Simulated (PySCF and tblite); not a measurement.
The numbers below are computed, except where a source is named.
CH3CH2CF(CH3)2, C₅H₁₁F, numbered as in [CH3:1][CH2:2][C:3]([CH3:4])([CH3:5])[F:6]. The ensemble was built from 90 distance-geometry starts (ETKDG and KDG, MMFF94s, GFN2-xTB) and rests on PBE0-D3(BJ)/def2-SVP geometries. Energies: CAM-B3LYP-D3(BJ)/def2-TZVP (IEF-PCM, chloroform), with GFN2-xTB thermal terms (modes under about 100 cm⁻¹ blended into free rotors). Symmetry numbers and mirror images are counted. Conformers within 3 kcal/mol (GFN2-xTB free energy) were kept, 8 at most. GIAO shieldings: WP04/pcSseg-1 (IEF-PCM, chloroform). Shifts are against TMS (¹H), TMS (¹³C), CFCl3 (¹⁹F) at the same level. Codes: tblite and PySCF.

Torsions listed: C1–C2–C3–F6. Of a mirror pair one member is shown.

```tsv
conformer	shape	point group	mirror pair	ΔE(DFT)	Δ(G−E) at 340 K	δ F6 (ppm)
1	58°	C1	yes	0.00	0.00	-183.3
2	180°	Cs	no	0.02	-0.05	-165.1
```

Energies in kcal/mol; the thermal term leaves out symmetry numbers and mirror images.

(1) Work out the weights at 340 K and the ¹⁹F shift of F6 under fast exchange.

Unscaled ¹⁹F shifts at such levels can be off by tens of ppm; differences between conformers or isomers are more reliable.

Results:

(1) RT = 0.676 kcal/mol. Each conformer gets RT ln(σ/g), with σ the rotational symmetry number and g = 2 for a mirror pair: 1: σ = 1, g = 2, G = 0.00 + 0.00 − 0.47 = -0.47, 0.00 above the lowest, exp(−ΔG/RT) = 1.000; 2: σ = 1, g = 1, G = 0.02 − 0.05 + 0.00 = -0.03, 0.44 above the lowest, exp(−ΔG/RT) = 0.522. The sum is 1.522, so the weights are 65.7, 34.3 %. The averaged shift is -177.1 ppm. At 298.15 K it is -177.0 ppm. At 298.15 K the leading conformer alone gives -183.3 ppm and bare DFT energies give -174.4 ppm.
